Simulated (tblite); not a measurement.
C3H5FS (charge +1 and doublet state).
InChI=1S/C3H5FS/c1-3(4)2-5-3/h2H2,1H3/q+1/t3-/m0/s1

All values are computed: GFN2-xTB (tblite) harmonic vibrations without scaling, gas phase. Errors from tens to a few hundred cm⁻¹ against measured bands are possible. Open shells enter through the occupations alone, without spin polarisation, and single modes of such species can be off by tens of per cent.

Harmonic wavenumbers (cm⁻¹): 163.4, 203.4, 301.3, 339.5, 421.6, 481.8, 678.1, 776.1, 831.8, 856.5, 986.7, 997.9, 1031.9, 1225.9, 1274.5, 1333.7, 1377.3, 1400.9, 1419.1, 2978.1, 2984.4, 3005.8, 3032.1, 3064.1.

A = 6049, B = 3470, C = 3052 MHz; mass 92.010 u (most abundant isotopes); point group C1, symmetry number 1; spin multiplicity 2.

Problem. Zero-point energy?

Solution. ½Σν̃ = 15583 cm⁻¹ = 44.55 kcal/mol.

Problem. Entropy at 298.15 K, 1 bar (ideal gas, RRHO, classical rotation)?

Solution. Translation 39.50, rotation 26.02, vibration 10.16, spin (R ln 2) 1.38: S = 77.1 cal/(mol K).

Problem. And Cp and H(298.15 K) − H(0)?

Solution. Cp = 22.29 cal/(mol K), of which vibrations give 14.35 (their classical limit is 24 R = 47.7); H(298.15 K) − H(0) = 4.25 kcal/mol without the zero-point energy, 1.88 from vibrations.

Problem. What must be added to the electronic energy to get the Gibbs energy at 298.15 K and 1 bar?

Solution. ZPE + [H(298.15 K) − H(0)] − T·S = 44.55 + 4.25 − 22.97 = 25.83 kcal/mol.

Problem. How do the functions run with temperature in this model?

Solution. 
| T (K) | S (cal/(mol K)) | Cp (cal/(mol K)) | H − H(0) (kcal/mol) | G − H(0) (kcal/mol) | ln q(vib) |
| --- | --- | --- | --- | --- | --- |
| 150 | 64.8 | 14.3 | 1.54 | -8.18 | 0.51 |
| 250 | 73.4 | 19.7 | 3.24 | -15.10 | 1.43 |
| 400 | 84.3 | 27.3 | 6.79 | -26.94 | 3.06 |
| 600 | 96.9 | 34.7 | 13.05 | -45.10 | 5.37 |
| 900 | 112.4 | 41.5 | 24.58 | -76.59 | 8.74 |

q(vib) and H(0) count from the zero-point level.

Hindered rotation and anharmonicity are outside this model. The structure is chiral; the term R ln 2 for an equal mix with its mirror image is left out.

On an Arm Neoverse V1 with one thread, on a shared host, this took 0.18 s. This covers the Hessian and the dipole derivatives.
